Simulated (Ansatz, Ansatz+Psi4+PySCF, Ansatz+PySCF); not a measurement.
```xyz
10

C     0.0107    0.5421    0.0000
C     0.0107   -0.2015    1.2916
C     0.0107   -0.2015   -1.2916
H    -0.3264    1.5736    0.0000
H     0.2179    0.4574    2.1385
H     0.2179    0.4574   -2.1385
H    -0.9411   -0.6776    1.4811
H     0.7637   -0.9971    1.2862
H     0.7637   -0.9971   -1.2862
H    -0.9411   -0.6776   -1.4811
```

Basis set: cc-pVTZ (spherical functions). Correlated methods keep 3 orbitals frozen. Correlation on ROHF uses semicanonical orbitals with singles. Charge 0, multiplicity 2.

Computed with Ansatz (development build ahead of 0.2.0); each method stands on the lowest determinant of its kind that the runs found.

The atomization energy at this shape (free ground-state atoms in the same class of orbitals less the molecule, no zero-point energy) of doublet C3H7:

```tsv
method	atomization energy
ROHF-MP2	3703.6 kJ/mol
UHF-MP2	3700.7 kJ/mol
ROHF	2929.6 kJ/mol
```

Task: What does UHF give?

Result: 2904.0 kJ/mol.
